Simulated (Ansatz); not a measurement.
# C5H6: up Jacob's ladder to CCSD(T)

Aim: compute C5H6 with functionals from several rungs and with coupled cluster. The yardstick is the atomisation energy at the CCSD(T) limit.

Computed with Ansatz 0.2.0, Gaussian basis. Level: functionals in def2-TZVPP, the program's frozen cores in correlated methods.

Levels to be run: LDA (SPW92), PBE-D4, revPBE-D4, BLYP-D4, r2SCAN-D4, B97M-V, PBE0-D4, B3LYP-D4, r2SCANh-D4, r2SCAN0-D4, HSE06-D4, BHLYP-D4, CAM-B3LYP-D4, LC-ωPBE, ωB97X-V, ωB97M-V, B2PLYP, PBE-QIDH; CCSD(T)/def2-SVP; CCSD(T)/def2-TZVPP; MP2/def2-QZVPP; extrapolation to the limit; RPA on PBE.

### 1 The relaxed structure

An earlier PBE0-D4 in a triple-zeta def2 set relaxation fixed the geometry.

11 atoms, charge 0, spin multiplicity 1.

Atoms are counted from 1 here; the program's logs count them from 0.

Bond lengths: C1–C2 1.327 Å, C1–H6 1.082 Å, C1–H7 1.082 Å, C2–C3 1.430 Å, C2–C4 1.433 Å, C3–C4 1.317 Å, C3–H8 1.079 Å, C4–C5 1.466 Å, C5–H9 1.094 Å, C5–H10 1.090 Å, C5–H11 1.094 Å. Angles: C2–C1–H6 121.0°, C2–C1–H7 120.8°, H6–C1–H7 118.2°, C1–C2–C3 153.0°, C1–C2–C4 152.2°, C3–C2–C4 54.8°, C2–C3–C4 62.7°, C2–C3–H8 149.1°, C4–C3–H8 148.2°, C2–C4–C3 62.5°, C2–C4–C5 147.3°, C3–C4–C5 150.2°, C4–C5–H9 109.9°, C4–C5–H10 111.9°, C4–C5–H11 109.8°, H9–C5–H10 109.2°, H9–C5–H11 106.7°, H10–C5–H11 109.2°.

### 2 LDA

This LDA is Slater exchange with PW92 correlation.

in.yaml

```yaml
crystal:
  periodic: [false, false, false]
  atoms:
    - {symbol: C, position_ang: [-1.519058, 0.832051, 1.243629]}
    - {symbol: C, position_ang: [-0.599051, 0.009423, 0.756060]}
    - {symbol: C, position_ang: [0.170544, -1.195463, 0.772499]}
    - {symbol: C, position_ang: [0.397121, -0.348037, -0.209739]}
    - {symbol: C, position_ang: [1.120628, 0.021048, -1.429909]}
    - {symbol: H, position_ang: [-2.069002, 0.584037, 2.142197]}
    - {symbol: H, position_ang: [-1.739869, 1.770509, 0.751654]}
    - {symbol: H, position_ang: [0.407441, -2.135749, 1.244654]}
    - {symbol: H, position_ang: [1.634571, 0.975083, -1.282918]}
    - {symbol: H, position_ang: [1.849095, -0.737784, -1.717064]}
    - {symbol: H, position_ang: [0.412780, 0.167783, -2.250563]}
basis:
  gaussian: {orbitals: def2-TZVPP}
hamiltonian: {xc: lda}
output: {orbitals: {seedname: orbitals}}
```

After this run come: PBE-D4 (GGA); revPBE-D4 (GGA); BLYP-D4 (GGA); r2SCAN-D4 (meta-GGA); B97M-V (meta-GGA); PBE0-D4 (hybrid); B3LYP-D4 (hybrid); r2SCANh-D4 (hybrid); r2SCAN0-D4 (hybrid); HSE06-D4 (hybrid); BHLYP-D4 (hybrid); CAM-B3LYP-D4 (range-separated); LC-ωPBE (range-separated); ωB97X-V (range-separated); ωB97M-V (range-separated); B2PLYP (double hybrid); PBE-QIDH (double hybrid); CCSD(T) in def2-SVP; CCSD(T) in def2-TZVPP; MP2 in def2-QZVPP; RPA on PBE orbitals.

**Question.** What will the summary of the whole plan be? Wanted: atomisation energy, CCSD(T)/CBS; farthest beyond LDA; mean size of error, GGA; mean size of error, meta-GGA; mean size of error, hybrid; mean size of error, range-separated; mean size of error, double hybrid; gap, smallest and largest; T1 diagnostic.

As calculated:

| quantity | value |
| --- | --- |
| atomisation energy, CCSD(T)/CBS | 48.895 eV |
| functionals within 0.244 eV (0.5 %) | r2SCAN0-D4, ωB97X-V, B2PLYP |
| farthest beyond LDA | PBE-D4 (+1.952 eV) |
| mean size of error, GGA | 0.980 eV |
| mean size of error, meta-GGA | 0.514 eV |
| mean size of error, hybrid | 0.663 eV |
| mean size of error, range-separated | 0.362 eV |
| mean size of error, double hybrid | 0.259 eV |
| gap, smallest and largest | 3.48 eV (LDA (SPW92)), 10.60 eV (LC-ωPBE) |
| T1 diagnostic | 0.0120 |
| triples share of the correlation energy | 4.6 % |

In words: LDA overbinds by 7.765 eV (16 %). PBE-D4 is off by +1.952 eV. Double hybrids carry the basis error of their MP2 part in triple zeta, and no dispersion term here, so their miss is partly the set-up's. Taken by rung, double hybrid functionals do best (0.259 eV on average) and GGA ones worst beyond LDA (0.980 eV). The gap between the best rungs is small, so their order is not settled. The reference freezes the cores and leaves out relativity and excitations past (T), so misses under about 0.244 eV can't be ranked. Hartree-Fock recovers 74 % of the binding; the rest is correlation. CCSD(T) in def2-SVP is off by -1.728 eV, which most functionals beat. Orbital gaps span 3.5 to 10.6 eV; exact exchange widens them.
